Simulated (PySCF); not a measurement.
# Basis-set dependence of C₂⁻ at PBE0

PySCF, UKS reference; doublet, unpaired electrons σ ↑; De to C + C⁻ without counterpoise correction.

```
      basis     relativity  functions  Re (Å)  ωe (cm⁻¹)  De (eV)
  def2-SVPD  no relativity         40   1.263       1911      n/a
aug-cc-pVDZ  no relativity         46   1.273       1853     7.98
def2-TZVPPD  no relativity         74   1.257       1874     8.38
```

Task: How does each smaller set differ from the one with most functions, def2-TZVPPD?

Result: def2-SVPD: +0.6 pm, +2.0 % in ωe; aug-cc-pVDZ: +1.6 pm, -1.1 % in ωe, -0.40 eV in De. All at PBE0; the set with most functions is neither the basis-set limit nor always the best.

The state was picked by a PBE0 search and need not be the measured ground state.
